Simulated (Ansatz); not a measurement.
Input for Ansatz (development build ahead of 0.2.0):

```yaml
crystal:
  periodic: [false, false, false]
  atoms:
    - { symbol: Al, position_ang: [-0.02122, -0.0256, -0.82095] }
    - { symbol: H, position_ang: [0.02304, 0.04243, 0.84528] }
basis:
  gaussian: { orbitals: def2-SVP }
total_charge: -1
magnetization:
  initial_magnetization: 1
hamiltonian:
  xc: hf
correlation:
  method: mp2
  frozen_orbitals: { Al: 5, H: 0 }
```

The input is written out in the form of the current development build from the run's settings. Correlation on restricted open-shell orbitals is semicanonical, with singles.

Results

- Converged: yes
- Reference energy: -242.34853 hartree
- Correlation energy: -0.05480 hartree
- Total energy: -242.40333 hartree
- Spin squared of the determinant: 0.750
- Stability test: minimum among restricted orbitals
- Occupied orbitals by symmetry in an Abelian subgroup (alpha; beta): 5 A1 2 B1 1 B2; 5 A1 1 B1 1 B2

Messages of the program:
```
mean field -6594.63949648 eV, -242.3485314885 hartree, gradient 8.6e-6 eV, S^2 0.750000; 2 other ends of a descent, 0 dependent functions left out
```

Caution: no diffuse functions for an anion.
